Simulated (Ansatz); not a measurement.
**CH5N2+: one species, many methods**

An exercise on one series of results from a longer session: the logs are not shown, and one member is left open.

Computed with Ansatz 0.2.0, Gaussian basis. Level: functionals in def2-TZVPP, the program's frozen cores in correlated methods.

Plan: LDA (SPW92), PBE-D4, revPBE-D4, BLYP-D4, r2SCAN-D4, B97M-V, PBE0-D4, B3LYP-D4, r2SCANh-D4, r2SCAN0-D4, HSE06-D4, BHLYP-D4, CAM-B3LYP-D4, LC-ωPBE, ωB97X-V, ωB97M-V, B2PLYP, PBE-QIDH; CCSD(T)/def2-SVP; CCSD(T)/def2-TZVPP; CCSD(T)/def2-QZVPP; extrapolation to the limit; RPA on PBE.

## The relaxed structure

An earlier PBE0-D4 in a triple-zeta def2 set relaxation fixed the geometry.

SMILES `NC=[NH2+]`, 8 atoms, charge 1, spin multiplicity 1.

Atoms are counted from 1 here; the program's logs count them from 0.

Bond lengths: N1–C2 1.304 Å, N1–H4 1.010 Å, N1–H5 1.009 Å, C2–N3 1.304 Å, C2–H6 1.086 Å, N3–H7 1.009 Å, N3–H8 1.010 Å. Angles: C2–N1–H4 123.0°, C2–N1–H5 119.9°, H4–N1–H5 117.1°, N1–C2–N3 125.4°, N1–C2–H6 117.3°, N3–C2–H6 117.3°, C2–N3–H7 119.9°, C2–N3–H8 123.0°, H7–N3–H8 117.1°.

Set-up of the first run:

The input, in.yaml:

```yaml
crystal:
  periodic: [false, false, false]
  atoms:
    - {symbol: N, position_ang: [-0.527853, 0.788767, -0.685615]}
    - {symbol: C, position_ang: [-0.031957, 0.209335, 0.371852]}
    - {symbol: N, position_ang: [0.553234, -0.955628, 0.389295]}
    - {symbol: H, position_ang: [-0.499907, 0.372804, -1.606005]}
    - {symbol: H, position_ang: [-0.964208, 1.694423, -0.604491]}
    - {symbol: H, position_ang: [-0.112815, 0.740563, 1.315269]}
    - {symbol: H, position_ang: [0.908239, -1.326868, 1.257253]}
    - {symbol: H, position_ang: [0.675258, -1.523387, -0.437557]}
basis:
  gaussian: {orbitals: def2-TZVPP}
total_charge: 1
hamiltonian: {xc: lda}
output: {orbitals: {seedname: orbitals}}
```

The run is started by

```bash
$ ansatz run in.yaml --threads 2 --pin off --events-out ev --progress --plain --max-ram 32768MiB --backend cpu
```

Steps of the session up to this table: LDA; PBE-D4 (GGA); revPBE-D4 (GGA); BLYP-D4 (GGA); r2SCAN-D4 (meta-GGA); B97M-V (meta-GGA); PBE0-D4 (hybrid); B3LYP-D4 (hybrid); r2SCANh-D4 (hybrid); r2SCAN0-D4 (hybrid); HSE06-D4 (hybrid); BHLYP-D4 (hybrid); CAM-B3LYP-D4 (range-separated); LC-ωPBE (range-separated); ωB97X-V (range-separated); ωB97M-V (range-separated); B2PLYP (double hybrid); PBE-QIDH (double hybrid).

One of the session's tables, all rows but one given; the rest of the session is left out.

It belongs to the step «Orbital energies across the functionals». Levels, from each run's orbital file:

| functional | HOMO (eV) | LUMO (eV) | gap (eV) |
| --- | --- | --- | --- |
| LDA (SPW92) | -13.19 | -7.49 | 5.70 |
| PBE-D4 | -13.04 | -7.28 | 5.76 |
| revPBE-D4 | -12.98 | -7.20 | 5.79 |
| BLYP-D4 | ? | ? | ? |
| r2SCAN-D4 | -13.31 | -7.01 | 6.30 |
| B97M-V | -13.39 | -6.92 | 6.47 |
| PBE0-D4 | -14.38 | -6.16 | 8.22 |
| B3LYP-D4 | -14.15 | -6.45 | 7.70 |
| r2SCANh-D4 | -13.81 | -6.61 | 7.21 |
| r2SCAN0-D4 | -14.58 | -6.00 | 8.58 |
| HSE06-D4 | -13.98 | -6.55 | 7.42 |
| BHLYP-D4 | -15.64 | -4.95 | 10.70 |
| CAM-B3LYP-D4 | -15.78 | -4.96 | 10.82 |
| LC-ωPBE | -17.17 | -3.72 | 13.45 |
| ωB97X-V | -16.77 | -3.77 | 13.01 |
| ωB97M-V | -16.67 | -3.86 | 12.81 |

Q: Estimate the row for BLYP-D4 from the others.

Worked estimate for «HOMO (eV)». Against the share of exact exchange, B3LYP-D4 (0.2, -14.15), BHLYP-D4 (0.5, -15.64) give a slope of -4.97 per unit share; at 0 the line stands at -13.16.

The run gave: HOMO (eV): -12.91; LUMO (eV): -7.17; gap (eV): 5.74. In «HOMO (eV)» the line misses by -0.25.
